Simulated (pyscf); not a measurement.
A first-order saddle from PySCF, ωB97X-D3(BJ)/def2-SVP:

```xyz
11

C     -0.2211    -0.9790     0.0195
N      0.1995     0.4105    -0.0703
H      0.6591    -1.6105     0.2355
H     -0.6278    -1.3090    -0.9500
H     -0.9785    -1.1953     0.7988
H     -0.8119     1.0741    -0.2508
H      0.4599     0.7256     0.8711
C     -2.0421     1.6508    -0.1556
H     -2.4554     1.5352    -1.1660
H     -2.6055     1.1013     0.6095
H     -1.8431     2.6959     0.1141
```
Charge 0, spin multiplicity 2.

Surface: doublet, charge 0. Lowest wavenumbers (cm⁻¹): 1894i, 34, 156, 175, 401.

Q: What reaction is this the transition state of?

A: H₃C–NH₂ (SMILES CN) + CH₃• (SMILES [CH3]) ⇌ H₃C–NH• (SMILES C[NH]) + CH₄ (SMILES C), a hydrogen abstraction read from left to right: H–N broken and C–H formed. At ωB97M-D3(BJ)/def2-TZVP it lies +0.51 eV from the left side and +0.79 eV from the right (each side as separated species at their lowest minima found). H₃C–NH• lies 0.32 eV over its isomer •H₂C–NH₂ (electronic energy, ωB97M-D3(BJ)/def2-TZVP). One saddle was located; it need not be the lowest between these sides. The angle at the transferred H is 165°.
